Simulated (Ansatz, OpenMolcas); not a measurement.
**How methods differ on SiH3F (SMILES F[SiH3])**

The species is SiH3F (5 atoms), meant as a singlet with charge 0. As SMILES, `F[SiH3]`. The shape is that of a PBE0-D4/def2-TZVP optimisation.

```xyz
5

F    -1.2746    0.1628    0.8580
Si    0.0433   -0.0193   -0.0307
H    -0.3678   -0.1926   -1.4437
H     0.7686   -1.2179    0.4516
H     0.8805    1.1934    0.1234
```

Quantity: the energy change with the Si2–H3 bond stretched from 1.482 to 2.964 Å, in eV. The values are calculated.

```tsv
level	kind	program	value (eV)	less FCI/STO-3G	CPU time (all runs)
HF/STO-3G (restricted)	Hartree–Fock	Ansatz	8.06	+3.44	0.24 s
SVWN5/STO-3G (restricted)	LDA	OpenMolcas	5.47	+0.85	9.4 s
revPBE/STO-3G (restricted)	GGA	Ansatz	5.17	+0.55	2 s
PBE0/STO-3G (restricted)	global hybrid	Ansatz	6.09	+1.47	2.1 s
CAM-B3LYP/STO-3G (restricted)	range-separated hybrid	Ansatz	6.40	+1.78	2.3 s
B2PLYP/STO-3G (restricted)	double hybrid	OpenMolcas	5.92	+1.30	9.2 s
MRCI(2,2)/STO-3G	multireference	OpenMolcas	4.65	+0.03	3.8 s
CCSDTQ/STO-3G (restricted)	coupled cluster or CI	Ansatz	4.62	0.00	7.6 s
FCI/STO-3G	exact in the basis	OpenMolcas	4.62	0.00	21 s
```

FCI/STO-3G is exact within its basis and frozen core, so for wave-function methods in that basis the difference is their error; functionals converge differently with the basis, so for them it is only a difference. Spin-restricted single references rise too steeply as a bond breaks, Hartree–Fock most of all. Perturbation and coupled-cluster corrections on them can overshoot downwards. The first shape isn't each level's own minimum. The values span 4.62 to 8.06 eV. All rows use very small basis sets, so even the best lies far from the true value. Times are those of the runs behind each value, whatever else they computed, on shared processors of several kinds: orders of magnitude only.
